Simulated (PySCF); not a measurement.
Rock-salt LiCl, treated with MP2 (PySCF, GTH pseudopotentials, Gaussian basis).

The cell has the measured lattice parameters. Conventional cell: a = 5.1399 Å, b = 5.1399 Å, c = 5.1399 Å, α = 90.00°, β = 90.00°, γ = 90.00°.

The correlation energy at a fixed DZ basis:

| k mesh | value (eV/atom) |
|---|---|
| 2×2×2 | -2.0924 |
| 3×3×3 | -2.1802 |
| 4×4×4 | -2.2056 |

Q: Taking the value to converge with the number of k points N as 1/N, extrapolate from the last two rows.

A: With y = y∞ + c/w and weights w = 27 and 64 for the last two rows, y∞ = (w2 y2 − w1 y1)/(w2 − w1) = (64 × -2.2056 − 27 × -2.1802)/37 = -2.2241 eV/atom, which lies 0.0185 beyond the last row. Successive pairs of rows give -2.2172, -2.2241. The limit also hangs on the law assumed, so its last digits aren't firm.

The other settings are not extrapolated, so this is the limit in one setting alone.
